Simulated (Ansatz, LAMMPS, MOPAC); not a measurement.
**Ladder of methods for the TO(Γ) frequency of diamond-structure Ge**

Reference value: 304 cm⁻¹ (measured, low temperature, zero-point motion not removed; as tabulated in Tanner et al. (2021), arXiv:2110.11888).

```csv
level (code),value (cm⁻¹),cell (Å³/atom),difference (%)
Tersoff Ge.tersoff (a germanene fit) (LAMMPS),401,21.40,+32
PM6 semi-empirical Hartree-Fock (MOPAC),321,22.47,+5.6
SNAP Ge_Zuo_JPCA2020.snap (LAMMPS),263,24.05,-13.5
LDA (Ansatz),291,22.21,-4.3
PBE (Ansatz),274,23.89,-9.9
PBE-D3(BJ) (Ansatz),286,23.14,-5.9
r²SCAN (Ansatz),296,22.84,-2.6
r²SCANh (Ansatz),304,22.64,0.0
Hartree–Fock (Ansatz),330,23.57,+8.6
```

Once the reference is moved by up to 2.0 % (a margin picked here for doubts on the reference and the settings, and for temperature and zero-point motion) and values within 0.7 % count as equal, the nearest can be r²SCANh (0.0 %) or r²SCAN (-2.6 %). Farthest off among them: Tersoff Ge.tersoff (a germanene fit) (+32 %).

The measured value isn't corrected to a static lattice, so vibrations enter the comparison.  PM6 semi-empirical Hartree-Fock (MOPAC): the method was fitted mainly to molecules. PM6 semi-empirical Hartree-Fock (MOPAC): the run uses a supercell at the zone centre in place of a k mesh. LDA, PBE, PBE-D3(BJ): the solid has no gap at this level, which affects its response. PBE-D3(BJ): the dispersion coefficients are held fixed in the derivatives. Each level is taken at its own relaxed cell. Cutoffs and k meshes differ between the levels. Ansatz's density-functional and Hartree–Fock values are scalar-relativistic unless marked +SOC, with PAW data made under PBE.

Empirical potentials (Tersoff Ge.tersoff (a germanene fit)) are fitted to chosen data: where that held the value shown, agreement is built in, and what lay outside the fit can be far off. Machine-learned potentials (SNAP Ge_Zuo_JPCA2020.snap) are trained on DFT data: a solid inside that data is no test of them.

Differences are worked out from the printed values.

Ansatz is a first-principles code.
